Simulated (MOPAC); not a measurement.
MOPAC input (PM7):

```
PM7 PRECISE GNORM=0.05 LET XYZ CHARGE=1 GEO-OK AUX(PRECISION=9) THREADS=1
C4H5N2

C     1.20020200 1   -0.64852800 1   -0.06147200 1
C     1.12101800 1    0.73030300 1    0.06237500 1
N    -0.10174700 1    1.27932100 1    0.11498700 1
C    -1.22243200 1    0.54483500 1    0.05223600 1
C    -1.08267500 1   -0.82920200 1   -0.07134900 1
N     0.11220200 1   -1.41077700 1   -0.12680300 1
H     2.16444900 1   -1.13843600 1   -0.10806800 1
H     1.97500600 1    1.38923000 1    0.11909000 1
H    -0.18200200 1    2.28841500 1    0.20568600 1
H    -2.16989300 1    1.06119000 1    0.10115700 1
H    -1.95742000 1   -1.46465300 1   -0.12590100 1
```

Output:

```
 *******************************************************************************
 **                                                                           **
 **                              MOPAC v23.2.5                                **
 **                                                                           **
 *******************************************************************************
 ** MOPAC's Digital Object Identifier: https://doi.org/10.5281/zenodo.6511958 **
 **                                                                           **
 ** Please cite the open-source release paper for use of this MOPAC version:  **
 ** J. E. Moussa and J. J. P. Stewart (2026)                                  **
 ** MOPAC: An open-source semiempirical molecular orbital program             **
 ** J. Open Source Softw., 11(119), 8025, https://doi.org/10.21105/joss.08025 **
 *******************************************************************************

                              PM7 CALCULATION RESULTS

 *******************************************************************************
 *  PM7        - The PM7 Hamiltonian to be used
 *  GEO-OK     - OVERRIDE INTERATOMIC DISTANCE AND OTHER SAFETY CHECKS
 *
 *
 *
 *                 CHARGE ON SYSTEM = +1
 *
 *
 *
 *  LET        - OVERRIDE SOME SAFETY CHECKS
 *  PRECISE    - TIGHTER CRITERIA TO BE USED
 *  XYZ        - CARTESIAN COORDINATE SYSTEM TO BE USED
 *  GNORM      - EXIT WHEN GRADIENT NORM DROPS BELOW 0.050
 *  AUX        - OUTPUT AUXILIARY INFORMATION
 *******************************************************************************
PM7 PRECISE GNORM=0.05 LET XYZ CHARGE=1 GEO-OK AUX(PRECISION=9) THREADS=1
 C4H5N2

   ATOM   CHEMICAL          X               Y               Z
  NUMBER   SYMBOL      (ANGSTROMS)     (ANGSTROMS)     (ANGSTROMS)

     1       C          1.20020200  *  -0.64852800  *  -0.06147200  *
     2       C          1.12101800  *   0.73030300  *   0.06237500  *
     3       N         -0.10174700  *   1.27932100  *   0.11498700  *
     4       C         -1.22243200  *   0.54483500  *   0.05223600  *
     5       C         -1.08267500  *  -0.82920200  *  -0.07134900  *
     6       N          0.11220200  *  -1.41077700  *  -0.12680300  *
     7       H          2.16444900  *  -1.13843600  *  -0.10806800  *
     8       H          1.97500600  *   1.38923000  *   0.11909000  *
     9       H         -0.18200200  *   2.28841500  *   0.20568600  *
    10       H         -2.16989300  *   1.06119000  *   0.10115700  *
    11       H         -1.95742000  *  -1.46465300  *  -0.12590100  *

          CARTESIAN COORDINATES

    NO.       ATOM           X           Y           Z

     1         C          1.2002     -0.6485     -0.0615
     2         C          1.1210      0.7303      0.0624
     3         N         -0.1017      1.2793      0.1150
     4         C         -1.2224      0.5448      0.0522
     5         C         -1.0827     -0.8292     -0.0713
     6         N          0.1122     -1.4108     -0.1268
     7         H          2.1644     -1.1384     -0.1081
     8         H          1.9750      1.3892      0.1191
     9         H         -0.1820      2.2884      0.2057
    10         H         -2.1699      1.0612      0.1012
    11         H         -1.9574     -1.4647     -0.1259

 General Reference for PM7:
 "Optimization of Parameters for Semiempirical Methods VI: More Modifications to the
 NDDO Approximations and Re-optimization of Parameters", J. J. P. Stewart, J. Mol. Mod., 1:32, 19 (2013)
 https://link.springer.com/article/10.1007/s00894-012-1667-x

           Empirical Formula: C4 H5 N2  =    11 atoms

      MOLECULAR POINT GROUP   :   C2v

      RHF CALCULATION, NO. OF DOUBLY OCCUPIED LEVELS = 15

          Geometry optimization using EF

          DIAGONAL MATRIX USED AS START HESSIAN

 CYCLE:     1  GRAD.:    70.217 HEAT:  212.8388
 CYCLE:     2  GRAD.:   187.058 HEAT:  219.5664
 CYCLE:     3  GRAD.:   155.862 HEAT:  220.7295
 CYCLE:     4  GRAD.:   223.902 HEAT:  218.8175
 CYCLE:     5  GRAD.:   226.011 HEAT:  224.4068
 CYCLE:     6  GRAD.:   141.506 HEAT:  216.0559
 CYCLE:     7  GRAD.:   206.579 HEAT:  221.8947
 CYCLE:     8  GRAD.:   219.229 HEAT:  223.9881
 CYCLE:     9  GRAD.:   172.300 HEAT:  218.3097
 CYCLE:    10  GRAD.:   176.699 HEAT:  219.9106
 CYCLE:    11  GRAD.:   144.974 HEAT:  214.7605
 CYCLE:    12  GRAD.:    60.384 HEAT:  210.2013
 CYCLE:    13  GRAD.:   175.593 HEAT:  214.2315
 CYCLE:    14  GRAD.:   136.452 HEAT:  214.1621
 CYCLE:    15  GRAD.:    96.148 HEAT:  212.3760
 CYCLE:    16  GRAD.:   278.812 HEAT:  226.9012
 CYCLE:    17  GRAD.:   111.040 HEAT:  213.2644
 CYCLE:    18  GRAD.:   127.517 HEAT:  215.8301
 CYCLE:    19  GRAD.:   146.970 HEAT:  220.1444
 CYCLE:    20  GRAD.:    68.149 HEAT:  210.7747
 CYCLE:    21  GRAD.:   105.518 HEAT:  213.7406
 CYCLE:    22  GRAD.:    67.815 HEAT:  211.0805
 CYCLE:    23  GRAD.:    49.745 HEAT:  210.2556
 CYCLE:    24  GRAD.:    18.087 HEAT:  209.4141
 CYCLE:    25  GRAD.:    26.089 HEAT:  209.5632
 CYCLE:    26  GRAD.:     3.701 HEAT:  209.2580
 CYCLE:    27  GRAD.:     3.280 HEAT:  209.2573
 CYCLE:    28  GRAD.:     0.293 HEAT:  209.2541
 CYCLE:    29  GRAD.:     0.254 HEAT:  209.2540
 CYCLE:    30  GRAD.:     0.035 HEAT:  209.2540

     GRADIENT =  0.03471 IS LESS THAN CUTOFF =  0.05000

 -------------------------------------------------------------------------------
 PM7 PRECISE GNORM=0.05 LET XYZ CHARGE=1 GEO-OK AUX(PRECISION=9) THREADS=1
 C4H5N2

     GEOMETRY OPTIMISED USING EIGENVECTOR FOLLOWING (EF).
     SCF FIELD WAS ACHIEVED

                              PM7 CALCULATION
                                                       MOPAC v23.2.5 Linux

          FINAL HEAT OF FORMATION =        209.25403 KCAL/MOL =     875.51885 KJ/MOL

          COSMO AREA              =        114.05 SQUARE ANGSTROMS
          COSMO VOLUME            =        101.22 CUBIC ANGSTROMS

          GRADIENT NORM           =          0.03471          =       0.01047 PER ATOM
          IONIZATION POTENTIAL    =         15.908000 EV
          HOMO LUMO ENERGIES (EV) =        -15.908 -6.645
          NO. OF FILLED LEVELS    =         15
          MOLECULAR WEIGHT        =         81.0969         POINT GROUP:  C2v

          MOLECULAR DIMENSIONS (Angstroms)

            Atom       Atom       Distance
            H    10    H     7     4.94311
            H    11    H     8     4.39847
            C     5    C     4     0.00003

          SCF CALCULATIONS        =         31

   ATOM   CHEMICAL          X               Y               Z
  NUMBER   SYMBOL      (ANGSTROMS)     (ANGSTROMS)     (ANGSTROMS)

     1       C          1.21230481  *  -0.66076110  *  -0.06261391  *
     2       C          1.12394687  *   0.74164854  *   0.06339600  *
     3       N         -0.10553686  *   1.31954205  *   0.11859323  *
     4       C         -1.22757915  *   0.55448582  *   0.05312756  *
     5       C         -1.09188488  *  -0.84418253  *  -0.07267828  *
     6       N          0.11443266  *  -1.43049861  *  -0.12856735  *
     7       H          2.19257534  *  -1.17977607  *  -0.11185110  *
     8       H          2.02276194  *   1.38182967  *   0.11829238  *
     9       H         -0.18763574  *   2.34603454  *   0.21086826  *
    10       H         -2.21681376  *   1.04436461  *   0.09977635  *
    11       H         -1.97726426  *  -1.51166321  *  -0.13005969  *

                             CARTESIAN COORDINATES

   1    C        1.212304808    -0.660761096    -0.062613910
   2    C        1.123946867     0.741648542     0.063395996
   3    N       -0.105536858     1.319542049     0.118593227
   4    C       -1.227579153     0.554485819     0.053127561
   5    C       -1.091884877    -0.844182535    -0.072678282
   6    N        0.114432664    -1.430498611    -0.128567351
   7    H        2.192575341    -1.179776067    -0.111851096
   8    H        2.022761939     1.381829673     0.118292384
   9    H       -0.187635737     2.346034541     0.210868259
  10    H       -2.216813756     1.044364612     0.099776346
  11    H       -1.977264260    -1.511663211    -0.130059692

           Empirical Formula: C4 H5 N2  =    11 atoms

      MOLECULAR POINT GROUP   :   C2v

                  EIGENVALUES
 -44.50949 -40.84177 -32.68071 -30.36978 -28.85906 -25.59586 -23.63607 -22.38819
 -21.28763 -21.05346 -20.66763 -18.93881 -18.01628 -16.10930 -15.90800  -6.64499
  -6.15595  -4.28884  -3.55765  -2.33978  -2.07000  -1.80279  -1.75356  -0.83845
  -0.52633  -0.14793  -0.14396   0.30671   0.66755

              NET ATOMIC CHARGES AND DIPOLE CONTRIBUTIONS

  ATOM NO.   TYPE          CHARGE      No. of ELECS.   s-Pop       p-Pop
    1          C           0.069902        3.9301     1.12026     2.80984
    2          C          -0.064809        4.0648     1.11618     2.94863
    3          N          -0.085880        5.0859     1.49072     3.59516
    4          C          -0.064785        4.0648     1.11619     2.94859
    5          C           0.069899        3.9301     1.12025     2.80985
    6          N          -0.222079        5.2221     1.73473     3.48735
    7          H           0.240224        0.7598     0.75978
    8          H           0.234772        0.7652     0.76523
    9          H           0.347757        0.6522     0.65224
   10          H           0.234776        0.7652     0.76522
   11          H           0.240222        0.7598     0.75978
 DIPOLE           X         Y         Z       TOTAL
 POINT-CHG.    -0.299     3.738     0.336     3.765
 HYBRID        -0.112     1.404     0.126     1.414
 SUM           -0.411     5.142     0.462     5.179

          ATOMIC ORBITAL ELECTRON POPULATIONS

     Atom    s        px        py        pz
    1  C   1.12026   1.03960   0.91101   0.85923
    2  C   1.11618   0.92483   1.04484   0.97896
    3  N   1.49072   1.10697   1.19495   1.29324
    4  C   1.11619   0.96802   1.00188   0.97870
    5  C   1.12025   1.00464   0.94580   0.85941
    6  N   1.73473   1.04614   1.40668   1.03453
    7  H   0.75978
    8  H   0.76523
    9  H   0.65224
   10  H   0.76522
   11  H   0.75978

 **********************
 *                    *
 * JOB ENDED NORMALLY *
 *                    *
 **********************

 == MOPAC DONE ==
```

The dipole moment of an ion depends on the origin.

The geometry given is a B3LYP-D3(BJ)/def2-TZVP minimum.
